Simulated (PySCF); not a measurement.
**ethyl iodide: bond dissociation enthalpies at several levels**

Structure: `CCI` (C2H5I). Numbering: `[CH3:1][CH2:2][I:3]`

All levels share the PBE0-D3(BJ)/def2-SVP structures and the PBE0-D3(BJ)/def2-SVP thermal terms; only the single-point energies (PySCF) change. Values are bond dissociation enthalpies (298 K, kJ/mol).

```
                          level  C1–C2  C2–H   time
            BHandHLYP/def2-TZVP    341   398   40 s
                 OPBE/def2-TZVP    354   390   57 s
       M06-L/def2-TZVP (grid 3)    357   387  110 s
         M06/def2-TZVP (grid 3)    365   397   88 s
                B97-2/def2-TZVP    367   396   39 s
         PBE0-D3(BJ)/def2-TZVPP    368   395   54 s
          PBE0-D3(BJ)/def2-TZVP    368   394      –
           PBE-D3(BJ)/def2-TZVP    371   392   56 s
ωB97M-D3(BJ)/def2-TZVP (grid 3)    375   410   91 s
        PBE0-D3(BJ)/ma-def2-SVP    377   395   21 s
         PBE0-D3(BJ)/def2-SV(P)    385   390   15 s
                  LDA/def2-TZVP    438   434   61 s
```

Times are wall times for all single points of a level on 1 thread of Arm Neoverse N1, a shared host; the dash marks the run that also made the structures. LDA, M06-L, OPBE, PBE ran on a slower path of this set-up, which computes the density-fitting integrals anew in every SCF cycle while the other levels store them. So the times needn't show the usual order of cost, and those levels read slower than they are.

The widest spread is that of C1–C2: 97 kJ/mol, from 341 to 438.

Note: spin-orbit coupling is left out of the energies, which matters for open shells on the heavier atoms; atoms past Kr carry effective core potentials.
